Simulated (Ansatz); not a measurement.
Basis sets compared for [BClH3]- (BH₃Cl⁻). The state is a singlet with charge -1. Geometry PBE0-D4/def2-TZVPD. Ansatz on 4 threads of Arm Neoverse V1 on a shared host; times are rough, and most runs start from earlier orbitals.

Cartesian coordinates in Å:
```
B -0.010 -0.110 -0.141
Cl 0.097 1.094 1.401
H -0.217 0.587 -1.122
H -0.933 -0.880 0.074
H 1.062 -0.691 -0.212
```

```
            level  functions  energy (Eh)  HOMO (eV)  LUMO (eV)  wall time
 PBE-D4/def2-SVPD         71    -486.5313      -0.74       4.27     0.35 s
PBE0-D4/def2-SVPD         71    -486.5808      -2.04       4.73      0.4 s
```

(1) Estimate the rows for PBE-D4/def2-TZVPD (with forces), PBE0-D4/def2-TZVPD.

## Answers

(1) 
| level | functions | energy (Eh) | HOMO (eV) | LUMO (eV) | wall time |
| --- | --- | --- | --- | --- | --- |
| PBE-D4/def2-TZVPD (with forces) | 110 | -486.7110 | -0.73 | 3.58 | 0.65 s |
| PBE0-D4/def2-TZVPD | 110 | -486.7580 | -2.02 | 3.94 | 0.65 s |
